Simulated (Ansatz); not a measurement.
Cost and result for the atomization energy of FH$_{2}$NSi, SMILES `N[Si]F` (5 atoms, 4 bonds).

```xyz
5

N    -0.156    0.080    0.570
Si   -0.560   -0.536   -0.965
F     0.786   -0.101   -1.760
H     0.705    0.560    0.794
H    -0.775   -0.003    1.361
```

Total charge 0; spin multiplicity 1. All single points use the PBE0-D4/def2-TZVP geometry. It is one conformer, not always the lowest. Program: Ansatz. All runs use 2 threads of a server CPU on a shared host. Times are those of one run each, without the atoms' runs, and a repeat can differ threefold. Electronic energies, without spin–orbit coupling; frozen cores. CCSD(T)/CBS extrapolates def2-TZVPP and def2-QZVPP, and its time is that of the two runs behind it. T1 = 0.014. B3LYP takes the VWN-RPA correlation (the form of Gaussian; ORCA's B3LYP/G). HSE06 is the plane-wave form, built on full-range PBE exchange.

CCSD(T)/CBS is a level of theory with its own doubt, some kJ/mol a heavy atom from the limit and from the frozen cores, so smaller differences don't rank the functionals.

```tsv
level	functions	wall time	atomization (kcal/mol)	difference from CCSD(T)/CBS	per bond
CCSD(T)/def2-SVP	56	0.5 s	394.5	-43.4	-10.8
LDA (SPW92)/def2-TZVPP	132	0.55 s	503.6	65.7	16.4
BLYP-D4/def2-TZVPP	132	0.8 s	442.0	4.1	1.0
PBE-D4/def2-TZVPP (with forces)	132	0.95 s	445.1	7.2	1.8
HSE06-D4/def2-TZVPP	132	1.1 s	431.1	-6.8	-1.7
B3LYP-D4/def2-TZVPP (with forces)	132	1.2 s	437.5	-0.4	-0.1
r2SCANh-D4/def2-TZVPP	132	1.4 s	427.6	-10.3	-2.6
r2SCAN-D4/def2-TZVPP (with forces)	132	1.6 s	432.3	-5.6	-1.4
B97M-V/def2-TZVPP	132	2.7 s	437.0	-0.9	-0.2
ωB97M-V/def2-TZVPP (with forces)	132	3.3 s	441.0	3.1	0.8
CCSD(T)/def2-TZVPP	132	5.5 s	421.3	-16.6	-4.2
CCSD(T)/def2-QZVPP	244	3.8 min	431.5	-6.4	-1.6
CCSD(T)/CBS(def2)	–	3.9 min	437.9	0.0	0.0
```

From PBE to PBE0 (25 % exact exchange), in def2-TZVPP and without D4, the atomization energy moves by −14.0 kcal/mol: exact exchange takes away binding that semilocal exchange gives to molecules. At CCSD(T), def2-SVP lies −43.4 kcal/mol from the extrapolated value and def2-TZVPP −16.6 kcal/mol: correlation converges slowly with the basis, and small sets miss more of it in the bonded molecule than in its fragments. In def2-TZVPP, CCSD(T) changes the Hartree–Fock value by +125.1 kcal/mol (the triples alone add +7.7 kcal/mol) and MP2 by +135.6 kcal/mol; breaking electron pairs costs correlation energy, which Hartree–Fock lacks.
